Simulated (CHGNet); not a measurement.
**fcc Sr**

Method: the machine-learned potential CHGNet 0.3.0 (trained on PBE and PBE+U data).

Cell: relaxed at this level.

For fcc Sr, the equilibrium lattice constant a is 6.032 Å and the equilibrium volume per atom comes out as 54.86 Å³/atom.

Measured, for comparison: lattice constant a 6.045 Å, equilibrium volume per atom 55.22 Å³/atom (low-temperature or extrapolated to 0 K; zero-point anharmonic expansion removed; as tabulated in Csonka et al. (2009), arXiv:0903.4037). Computed (rounded) less measured: lattice constant a -0.2 %, equilibrium volume per atom -0.7 %.

A machine-learned potential is trained on density-functional data: it inherits that level's misses and adds fitting errors of its own.
